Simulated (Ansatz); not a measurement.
α-phase B

Method: r²SCAN in Ansatz (PAW).

Numerical settings: plane-wave cutoff 500 eV, 8×8×8 k mesh, gaussian smearing 0.02 eV, scalar-relativistic PAW data made under PBE.

Cell (relaxed at this level):

```xyz
12
Lattice="4.4038 -2.4493 -0.0038 4.4038 2.4493 -0.0038 3.0450 0.0000 4.0150" Properties=species:S:1:pos:R:3 pbc="T T T"
B      4.4779    -0.8705     2.0446
B      4.4779     0.8705     2.0446
B      4.9608     0.0000     0.6162
B      6.8917     0.0000     3.3912
B      7.3746    -0.8705     1.9629
B      7.3746     0.8705     1.9629
B      5.9471    -1.4420     2.8896
B      5.9471     1.4420     2.8896
B      6.7471     0.0000     0.5236
B      5.1054     0.0000     3.4839
B      5.9054    -1.4420     1.1178
B      5.9054     1.4420     1.1178
```

```
Property                       Result
--------  ---------------------------
band gap  1.64 eV (on the SCF k mesh)
```

Measured, for comparison: band gap 2.15 ± 0.02 eV (temperature not stated, no zero-point or thermal correction, EELS, this work, our sources range from 2.00 to 2.40; as tabulated in Parakhonskiy et al. (2011), doi:10.1038/srep00096). Computed (rounded) less measured: band gap not scored (sources differ).

Computed values are for the static lattice.

Cost on a shared machine: very roughly 50 core-seconds.

Ansatz is an electronic-structure program.
